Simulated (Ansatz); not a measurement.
A calculation on 1T (CdI2-type) SnSe₂ returned lattice constant a 3.912 Å, lattice parameter c 8.330 Å.

For reference: lattice parameter c 6.14 Å (measured, temperature not stated, not corrected to a static lattice; as tabulated in Gonzalez and Oleynik (2016), arXiv:1609.04381).

Q: Which level of theory produced these numbers?
(A) PBEsol+SOC (Ansatz, a quantum-chemistry and plane-wave program)
(B) r²SCAN+SOC (Ansatz)
(C) RPBE (Ansatz)
(D) PBE0-D3(BJ) (Ansatz)

A: C, RPBE (Ansatz)

The others give: r²SCAN+SOC 3.841 Å, 6.528 Å; PBEsol+SOC 3.819 Å, 6.154 Å; PBE0-D3(BJ) 3.783 Å, 6.035 Å.

Unless a cell is named, each level is at its own relaxed cell (PBE0-D3(BJ) 24.93, PBEsol+SOC 25.91, r²SCAN+SOC 27.81, RPBE 36.81 Å³/atom).

Caveats: for a layered or molecular solid the relaxed cell lies over 5 % above the published volume, where the minimum can be shallow (r²SCAN+SOC, RPBE); the cell comes from a level without a dispersion term, which matters for the spacing of layers, chains or molecules (r²SCAN+SOC, PBEsol+SOC, RPBE). Ansatz's density-functional and Hartree–Fock values are scalar-relativistic unless marked +SOC, with PAW data made under PBE.
